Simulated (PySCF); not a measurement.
HOF, optimised at PBE/def2-SVP:

```xyz
3

O     -0.0041     0.0192     0.1704
F      0.4902     0.2086    -1.1660
H     -0.5456    -0.7844    -0.0002
```

Computed with PySCF (xtb for GFN2) and rigid-rotor harmonic-oscillator thermochemistry at 1 bar. 6-31G* has spherical d functions here. All species are closed-shell singlets. B3LYP is the form with VWN-RPA correlation.

Question: List the harmonic frequencies (cm⁻¹, unscaled) at this level and at the other levels, each on its own geometry.

Answer: 
- PBE/def2-SVP: 940, 1354, 3608
- B3LYP/6-31G*: 994, 1410, 3675
- GFN2-xTB: 950, 1253, 3452
- HF/6-31G*: 1165, 1596, 4058
- PBE0/def2-TZVP: 1037, 1434, 3774
